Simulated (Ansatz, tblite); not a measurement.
Cost and result up the ladder for the cluster Li3H2 (the lowest doublet isomer of a short search) (5 atoms). Total charge 0; doublet. Geometry: PBE-D4/def2-TZVP.

Cartesian coordinates in Å:
```
Li 1.087 0.456 1.499
Li -0.334 1.651 -0.895
Li -0.392 -1.111 -0.322
H -0.910 0.119 -1.381
H 0.549 -1.115 1.099
```

Ansatz on 4 threads of Arm Neoverse V1 on a shared host; xTB runs through tblite on one thread. Times are rough, summed over both states, and most runs start from the orbitals of an earlier one. CCSD(T)/def2-TZVPP serves as the yardstick here, not as an exact answer. The other state is a singlet.

The xTB rows come from tblite. Correlated methods freeze no core orbitals; core or outer-core shells of Li are correlated, in sets that lack core-valence functions. The structure comes from a short search, and lower isomers may exist.

Correlated methods converge slowly with the basis.

Raw xTB energies of ions are shifted by several eV, and xTB has no spin-polarisation term.

| level | functions | wall time | vertical IE (eV) | difference from CCSD(T)/def2-TZVPP (eV) |
| --- | --- | --- | --- | --- |
| GFN1-xTB | 16 | 0.004 s | 11.66 | 6.55 |
| GFN2-xTB | 14 | 0.004 s | 8.82 | 3.71 |
| PBE-D4/def2-TZVP | 54 | 0.7 s | 5.31 | 0.20 |
| PBE0-D4/def2-TZVP | 54 | 0.91 s | 5.33 | 0.21 |
| r2SCAN-D4/def2-TZVP | 54 | 1.7 s | 5.22 | 0.11 |
| CCSD(T)/def2-TZVPP | 85 | 2.7 s | 5.11 | 0.00 |
